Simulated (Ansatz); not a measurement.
AlH₃, triplet: stretch scan

Starting geometry (PBE0/def2-TZVP stationary point for this spin, not checked as a minimum):

```xyz
4

Al    0.0000    0.0744   -0.0956
H     0.0000   -1.3724   -0.7540
H     0.4207   -0.3098    1.6570
H    -0.4207   -0.3098    1.6570
```

From there H3 moves along the line of the two atoms named below, all else staying in place; atoms are numbered as listed. Energies are in kcal/mol, counted from the starting geometry at the same level.

Basis cc-pVDZ; Ansatz 0.2.0. Only valence electrons are correlated (noble-gas cores frozen). R marks a restricted (for open shells ROHF) determinant, U an unrestricted one. Active spaces: valence = (6e, 7o) chosen from the atoms' valence shells.

For open shells CISD is restricted-active-space CI with the open shells as a complete middle space. Runs in a small pair space aren't shown, since their orbitals change along the scan.

Full CI is exact within this basis and frozen core; it isn't the basis-set limit. The frozen core follows each run's orbitals, which can shift R against U totals by a few meV.

| distance Al1-H3 (Å) | full CI | unpaired electrons (full CI) | error UMP2 | error CISD | error RCCSD | error BCCD(T) | error UCCSDT(Q) | error NEVPT2 (valence space) |
| --- | --- | --- | --- | --- | --- | --- | --- | --- |
| 1.481 | 13.3 | 2.02 | -0.1 | 0.0 | 0.0 | 0.0 | 0.0 | 0.2 |
| 1.655 | 3.3 | 2.02 | -0.2 | -0.1 | 0.0 | 0.0 | 0.0 | 0.1 |
| 1.843 | 0.0 | 2.03 | 0.0 | 0.0 | 0.0 | 0.0 | 0.0 | 0.0 |
| 2.043 | 2.3 | 2.03 | 0.5 | 0.2 | 0.1 | 0.0 | 0.0 | -0.1 |
| 2.208 | 8.0 | 2.03 | 1.2 | 0.4 | 0.2 | 0.1 | 0.0 | -0.3 |
| 2.574 | 24.5 | 2.05 | 3.3 | 1.3 | 0.8 | 0.3 | 0.0 | -1.1 |
| 2.905 | 30.4 | 2.04 | 0.6 | 0.3 | 0.3 | 0.2 | 0.0 | -1.2 |
| 3.383 | 29.6 | 2.03 | -0.9 | -0.4 | -0.1 | 0.0 | 0.0 | -1.9 |
| 3.981 | 27.8 | 2.03 | -1.2 | -0.5 | -0.1 | 0.0 | 0.0 | -2.2 |
| 5.046 | 27.1 | 2.03 | -1.2 | -0.5 | -0.2 | 0.0 | 0.0 | -2.3 |
| 6.154 | 27.1 | 2.03 | -1.2 | -0.5 | -0.2 | 0.0 | 0.0 | -2.3 |

Unpaired electrons are Σ n²(2−n)² over natural occupations. Errors are those of relative energies. In total energy the starting point itself misses full CI by: UMP2 15.3, CISD 2.9, RCCSD 1.4, BCCD(T) 0.4, UCCSDT(Q) 0.0, NEVPT2 (valence space) 11.7 kcal/mol.

Spread of the error over the points with a reference, to 6.154 Å (largest less smallest): UCCSDT(Q) 0.0, BCCD(T) 0.3, RCCSD 0.9, CISD 1.8, NEVPT2 (valence space) 2.6, UMP2 4.5 kcal/mol.

Going outwards, the relative energy of CISD first misses by more than 1.0 kcal/mol at 2.574 Å.
